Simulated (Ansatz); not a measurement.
Input file:

```yaml
crystal:
  periodic: [false, false, false]
  atoms:
    - {symbol: C, position_ang: [-0.138178, 0.063138, 1.556475]}
    - {symbol: Se, position_ang: [0.012399, -0.027633, -0.259811]}
    - {symbol: H, position_ang: [0.619602, -0.016251, 2.330305]}
    - {symbol: H, position_ang: [0.055644, 1.428588, -0.524289]}
basis:
  gaussian: {orbitals: 6-31G}
magnetization: {spin_polarized: true, initial_magnetization: 0}
hamiltonian: {xc: hf}
accuracy: high
output: {orbitals: {seedname: orbitals}}
```

```sh
$ ansatz run in.yaml --threads 1 --pin off --events-out ev --progress --plain --max-ram 2393MiB
```

The program prints:

```
778 factors; integrals over basis functions are off by at most 4.8e-9 eV
mean field evaluation 1: about -66348.4999 eV, gradient 8.3e0 eV
mean field evaluation 2: about -66348.5032 eV, gradient 8.3e0 eV
mean field evaluation 4: about -66349.2996 eV, gradient 8.9e-1 eV
mean field evaluation 8: about -66349.3292 eV, gradient 1.2e-3 eV
mean field evaluation 16: about -66349.3292 eV, gradient 3.6e-3 eV
mean field evaluation 32: about -66349.3292 eV, gradient 4.1e-7 eV
mean field evaluation 64: about -66350.7544 eV, gradient 4.9e-2 eV
mean field evaluation 96: about -66350.7591 eV, gradient 5.6e-2 eV
mean field evaluation 128: about -66346.7139 eV, gradient 6.2e0 eV
mean field evaluation 160: about -66349.3292 eV, gradient 4.8e-7 eV
mean field -66350.78064060 eV, -2438.3462143674 hartree, gradient 2.7e-8 eV, S^2 0.996278; 2 other end points of the search recorded, 0 dependent functions left out
reference -66350.78064060 eV, -2438.3462143674 hartree; 21, 21 occupied and 21, 21 virtual orbitals, 778 factors
Total energy: -66350.78064060 eV, -2438.3462143674 hartree
```

Ran on 1 thread of AMD EPYC, shared host: 6 s wall, 0.12 GiB peak host memory.
